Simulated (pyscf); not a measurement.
# Hydrogen abstraction: cyclopropane (SMILES C1CC1) + O atom (O) [triplet] -> cyclic C₃H₅ (SMILES [CH]1CC1) [doublet] + hydroxyl (OH•)

Gas phase, triplet surface, charge 0. Bonds broken: C1–H4. Bonds formed: H4–O10. Single points on ωB97X-D3(BJ)/def2-SVP structures (PySCF, gas phase).

Transition state (Å):

```xyz
10

C     -0.9573    -0.4783     0.3818
C     -0.2091     0.7712     0.0962
C     -0.6850    -0.1207    -1.0326
H     -2.2229    -0.2493     0.7345
H     -0.5636    -1.3540     0.9076
H     -0.7361     1.7218     0.2293
H      0.8575     0.8029     0.3434
H     -1.5217     0.2495    -1.6344
H      0.0436    -0.7221    -1.5867
O     -3.2927     0.1907     0.8394
```

One imaginary mode, 1512i cm⁻¹; descent along it reached the two sides named, in the forms told below.

```tsv
bond	change	reactant side (Å)	saddle	product side
C1–H4	breaks	1.094	1.334	2.059
H4–O10	forms	2.6	1.162	0.989
```

Electronic energies relative to the separated reactants (kJ/mol):

| level | barrier | reaction energy | reverse barrier |
|---|---|---|---|
| ωB97X-D3(BJ)/def2-TZVP | 40.7 | +40.1 | 0.7 |
| PBE/def2-TZVP | -9.6 | +11.3 | -20.9 |
| r²SCAN/def2-TZVP | 3.9 | +12.0 | -8.1 |
| B3LYP-D3(BJ)/def2-TZVP | 22.5 | +29.0 | -6.5 |
| PBE0-D3(BJ)/def2-TZVP | 26.0 | +31.8 | -5.8 |
| M06-2X/def2-TZVP | 45.7 | +39.2 | 6.5 |
| ωB97M-D3(BJ)/def2-TZVP | 46.3 | +41.9 | 4.4 |
| HF/def2-TZVP | 157.7 | +98.6 | 59.0 |

With ωB97M-D3(BJ)/def2-TZVP energies and thermal terms (ideal gas, 1 atm, RRHO with modes under 100 cm⁻¹ raised to 100, one conformer, R ln 2 for rigid chiral ones), in kJ/mol:

```json
[
 {"T (K)": "298", "ΔH‡": "26.3", "ΔG‡": "51.6", "ΔH": "+29.0", "ΔG": "+15.2"},
 {"T (K)": "600", "ΔH‡": "27.6", "ΔG‡": "76.8", "ΔH": "+30.8", "ΔG": "+0.4"},
 {"T (K)": "900", "ΔH‡": "29.1", "ΔG‡": "101.0", "ΔH": "+30.6", "ΔG": "-14.8"},
 {"T (K)": "1200", "ΔH‡": "30.0", "ΔG‡": "124.9", "ΔH": "+29.4", "ΔG": "-29.8"}
]
```

On the product side the descent ends in a complex, 19.2 kJ/mol under the separated species and 19.8 kJ/mol under the saddle at ωB97X-D3(BJ)/def2-TZVP. At PBE this geometry lies under the reactants; that is no barrier but a single point on another level's saddle; such a level's own saddle, if it has one, lies nearer that side and is low. At PBE, r²SCAN, B3LYP-D3(BJ), PBE0-D3(BJ) the saddle lies under the separated products, which points to a path from their complex (located at ωB97X-D3(BJ) alone), and parting the products costs more than the saddle. cyclic C₃H₅ (SMILES [CH]1CC1) [doublet] + OH• also meet on a surface of lower spin, which isn't treated here. cyclopropane lies 27.5 kJ/mol over its isomer H₂C=CH–CH₃, and others may lie lower still (electronic energy, ωB97M-D3(BJ)). cyclic C₃H₅ (SMILES [CH]1CC1) [doublet] lies 117.4 kJ/mol over its isomer •H₂C–CH=CH₂, and others may lie lower still (electronic energy, ωB97M-D3(BJ)). This is the saddle that the search found; another between the same sides may lie lower. The angle at the transferred H is 164°. Left out: orbital degeneracy and the spin-orbit lowering of OH, O.
